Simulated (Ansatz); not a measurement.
Ansatz (a quantum-chemistry and plane-wave program) input (PBE0/6-31G*):

Ansatz 0.2 input:
```yaml
crystal:
  periodic: [false, false, false]
  atoms:
    - {symbol: O, position_ang: [0.24397327, 1.29816191, 0.28691816]}
    - {symbol: C, position_ang: [0.00564102, 0.12351485, 0.02760402]}
    - {symbol: N, position_ang: [1.00713546, -0.77109991, -0.25934767]}
    - {symbol: C, position_ang: [-1.34933143, -0.39570472, -0.01723319]}
    - {symbol: H, position_ang: [0.83263926, -1.75687301, -0.33347649]}
    - {symbol: H, position_ang: [-1.57262671, -1.42566528, -0.26145349]}
    - {symbol: H, position_ang: [-2.15610169, 0.28717211, 0.19841180]}
    - {symbol: H, position_ang: [1.95649730, -0.45909057, -0.14561854]}
basis:
  gaussian:
    orbitals: 6-31G*
hamiltonian:
  xc: {name: PBE0}
magnetization: {spin_polarized: true, initial_magnetization: 1}
```

Output:

```
Functional definition: PBE0
integrals: 0.02 GiB planned
679 factors; integrals over basis functions are off by at most 1.1e-3 eV
mean field: 0.28 GiB planned
mean field evaluation 1: about -5662.9935 eV, gradient 3.7e1 eV
mean field evaluation 2: about -5656.8581 eV, gradient 5.5e1 eV
mean field evaluation 4: about -5668.3934 eV, gradient 2.8e0 eV
mean field evaluation 8: about -5668.4247 eV, gradient 7.3e-2 eV
mean field evaluation 16: about -5668.4249 eV, gradient 1.1e-4 eV
mean field -5668.42490069 eV, -208.3107729039 hartree, gradient 2.4e-5 eV, S^2 0.758619; 0 other end points of the search recorded, 0 dependent functions left out
reference -5668.42491513 eV, -208.3107734348 hartree; 16, 15 occupied and 52, 53 virtual orbitals, 679 factors
Total energy: -5668.42491513 eV, -208.3107734348 hartree
```

It need not be the lowest isomer of its formula.
